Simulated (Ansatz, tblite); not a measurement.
# The cluster SnTe₂: rung by rung

The task here is to estimate one member of a computed series from the others.

The runs use Ansatz 0.2.0, Gaussian basis; as each input shows.

Levels to be run: GFN1-xTB, GFN2-xTB, PBE-D4/def2-TZVP, r2SCAN-D4/def2-TZVP, r2SCAN0-D4/def2-TZVP, BLYP-D4/def2-TZVP, PBE-QIDH/def2-TZVP, B2PLYP/def2-TZVP, revPBE-D4/def2-TZVP, PBE-D4/def2-SVP, PBE0-D4/def2-SVP, PBE0-D4/def2-TZVPD, PBE-D4/def2-TZVPD, r2SCAN-D4/def2-TZVPD, CCSD(T)/def2-TZVPP, MP2/def2-TZVP, RPA/def2-TZVP.

3 further runs of the same task are left out: 3 set aside as unsound or not needed. Runs told in other sessions of the task aren't counted.

**The relaxed structure**

The singlet was relaxed beforehand with PBE-D4/def2-SVP. At that level it is the lowest of the isomers that a small search found.

3 atoms, charge 0, spin multiplicity 1.

Bond lengths: Sn1–Te2 2.782 Å, Sn1–Te3 2.782 Å, Te2–Te3 2.857 Å. Angles: Te2–Sn1–Te3 61.8°, Sn1–Te2–Te3 59.1°, Sn1–Te3–Te2 59.1°.

Sn, Te take a core potential in the def2 sets. No spin-orbit coupling is included.

PBE0-D4/def2-TZVP was run before; its log isn't repeated, and its numbers join the tables.

Set-up of the first run:

Tight binding, by tblite at 300 K electronic temperature and without a spin-polarisation term:

```python
tblite.interface.Calculator('GFN1-xTB', numbers, positions, charge=0, uhf=0).singlepoint()
```

Tight binding, by tblite at 300 K electronic temperature and without a spin-polarisation term:

```python
tblite.interface.Calculator('GFN2-xTB', numbers, positions, charge=0, uhf=0).singlepoint()
```

start.molden holds the orbitals of an earlier run on this state, given as this run's starting guess.

The input, in.yaml:

```yaml
crystal:
  periodic: [false, false, false]
  atoms:
    - {symbol: Sn, position_ang: [-0.251247, -1.268938, -0.927681]}
    - {symbol: Te, position_ang: [-1.124865, 1.185968, 0.048135]}
    - {symbol: Te, position_ang: [1.376102, 0.082970, 0.879547]}
basis:
  gaussian: {orbitals: def2-TZVP, initial_orbitals: start.molden}
hamiltonian: {xc: pbe, dispersion: d4}
scf: {omitted_lower_state_checks: [starts]}
output: {forces: true, orbitals: {seedname: orbitals}}
```

Run with:

```sh
$ ansatz run in.yaml --threads 4 --pin off --events-out ev --progress --plain --max-ram 3916MiB
```

Among the steps run: PBE-D4/def2-TZVP; r2SCAN-D4/def2-TZVP; r2SCAN0-D4/def2-TZVP; BLYP-D4/def2-TZVP; PBE-QIDH/def2-TZVP; B2PLYP/def2-TZVP; revPBE-D4/def2-TZVP; PBE-D4/def2-SVP; PBE0-D4/def2-SVP; PBE0-D4/def2-TZVPD; PBE-D4/def2-TZVPD; r2SCAN-D4/def2-TZVPD; CCSD(T)/def2-TZVPP; MP2/def2-TZVP; RPA/def2-TZVP.

One table of the session follows, with a row left open; its other results are not shown here.

| level | HOMO (eV) | LUMO (eV) | gap (eV) |
| --- | --- | --- | --- |
| PBE-D4/def2-SVP | -4.62 | -3.48 | 1.14 |
| PBE-D4/def2-TZVP | -4.70 | -3.52 | 1.18 |
| PBE-D4/def2-TZVPD | -4.72 | -3.55 | 1.18 |
| revPBE-D4/def2-TZVP | -4.64 | -3.44 | 1.21 |
| BLYP-D4/def2-TZVP | -4.52 | -3.41 | 1.10 |
| r2SCAN-D4/def2-TZVP | -4.91 | -3.50 | 1.41 |
| r2SCAN-D4/def2-TZVPD | -4.92 | -3.51 | 1.41 |
| PBE0-D4/def2-SVP | -5.56 | -2.94 | 2.62 |
| PBE0-D4/def2-TZVP | ? | ? | ? |
| PBE0-D4/def2-TZVPD | -5.62 | -2.96 | 2.66 |
| r2SCAN0-D4/def2-TZVP | -5.74 | -2.94 | 2.80 |

Q: Estimate the row for PBE0-D4/def2-TZVP from the others.

The run gave: HOMO (eV): -5.60; LUMO (eV): -2.95; gap (eV): 2.66. In the column «HOMO (eV)» it lies between PBE0-D4/def2-TZVPD (-5.62) and PBE0-D4/def2-SVP (-5.56).
